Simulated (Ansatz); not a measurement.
# AlCl− (quartet): the correlation ladder, aug-cc-pVTZ

The task here is to estimate one member of a computed series from the others.

Program: Ansatz 0.2.0, Gaussian basis. Level of theory: aug-cc-pVTZ, core rule «outside noble gas», up to 10 orbitals frozen. These are calculated values, not measurements.

Plan: UHF; CCSD(T) on ROHF; CCSD(T) on UHF; BCCD(T) on ROHF; CCSDT(Q) on ROHF; CCSDT(Q) on UHF.

12 further runs of the same task are left out: 8 for a known fault of the program, 4 set aside as unsound or not needed.

## What is computed

The geometry is a PBE0/def2-TZVPD stationary point (not a proven minimum) of the parent state, kept for this charge and spin.

2 atoms, charge -1, spin multiplicity 4.

Atoms are counted from 1 here; the program's logs count them from 0.

Bond lengths: Al1–Cl2 2.304 Å.

Set-up of the first run:

in.yaml reads:

```yaml
crystal:
  periodic: [false, false, false]
  atoms:
    - {symbol: Al, position_ang: [0.000000, 0.000000, 0.000000]}
    - {symbol: Cl, position_ang: [0.000000, 0.000000, 2.303900]}
basis:
  gaussian: {orbitals: aug-cc-pVTZ}
total_charge: -1
magnetization: {spin_polarized: true, initial_magnetization: 3}
hamiltonian: {xc: hf}
output: {orbitals: {seedname: orbitals}}
```

Run with:

```bash
ansatz run in.yaml --threads 1 --pin off --events-out ev --progress --plain --max-ram 4096MiB --backend cpu
```

Among the steps run: UHF; CCSD(T) on ROHF; CCSD(T) on UHF; BCCD(T) on ROHF; CCSDT(Q) on ROHF; CCSDT(Q) on UHF.

One table of the session follows, with a row left open; its other results are not shown here.

| method | from UCCSDT(Q) (meV) |
| --- | --- |
| ROHF | +7203.5 |
| UHF | +7188.3 |
| RMP2 | +942.1 |
| UMP2 | +938.0 |
| RCCSD | ? |
| UCCSD | +352.4 |
| RCCSD(T) | +40.8 |
| UCCSD(T) | +39.3 |
| BCCD(T) | +39.8 |
| RCCSDT | +17.2 |
| UCCSDT | +15.6 |
| RCCSDT(Q) | +2.5 |
| UCCSDT(Q) | 0 |

**Question.** Estimate the row for RCCSD.

The run gave: from UCCSDT(Q) (meV): +354.3. In the column «from UCCSDT(Q) (meV)» it lies between UCCSD (+352.4) and UMP2 (+938.0).

Limits of these values: Restricted and unrestricted rows rest on different reference determinants; where their highest levels disagree by more than a few hundredths of an eV, they describe different states and don't form one ladder.
